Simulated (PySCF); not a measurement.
methanol (CH4O), SMILES OC.

Geometry: ωB97X-D3(BJ)/def2-TZVP.

Computed with TDDFT-PBE/def2-TZVPD run with PySCF.

Vertical excitations. Isolated molecule, no solvent. State labels are in the subgroup Cs.

| state | symmetry | energy (eV) | λ (nm) | f | main pairs |
|---|---|---|---|---|---|
| S1 | A" | 5.92 | 210 | 0.000 | HOMO→LUMO 100 % |
| S2 | A" | 6.74 | 184 | 0.027 | HOMO→LUMO+1 99 % |
| S3 | A' | 7.60 | 163 | 0.026 | HOMO→LUMO+2 63 %, HOMO−1→LUMO 37 % |
| S4 | A' | 7.66 | 162 | 0.021 | HOMO−1→LUMO 63 %, HOMO→LUMO+2 37 % |
| S5 | A" | 7.68 | 161 | 0.012 | HOMO→LUMO+3 100 % |
| S6 | A" | 8.39 | 148 | 0.001 | HOMO→LUMO+4 100 % |
| S7 | A' | 8.48 | 146 | 0.045 | HOMO−1→LUMO+1 98 % |
| S8 | A" | 8.69 | 143 | 0.004 | HOMO→LUMO+5 100 % |
| S9 | A' | 9.13 | 136 | 0.008 | HOMO→LUMO+6 95 % |
| S10 | A" | 9.33 | 133 | 0.017 | HOMO−1→LUMO+2 100 % |
| T1 | A" | 5.69 | 218 | 0 | HOMO→LUMO 99 % |
| T2 | A" | 6.53 | 190 | 0 | HOMO→LUMO+1 99 % |
| T3 | A' | 7.36 | 168 | 0 | HOMO−1→LUMO 91 % |
| T4 | A' | 7.46 | 166 | 0 | HOMO→LUMO+2 91 % |
Triplets are in the Tamm–Dancoff approximation, which puts them higher than full response would, so one can lie above its singlet here.
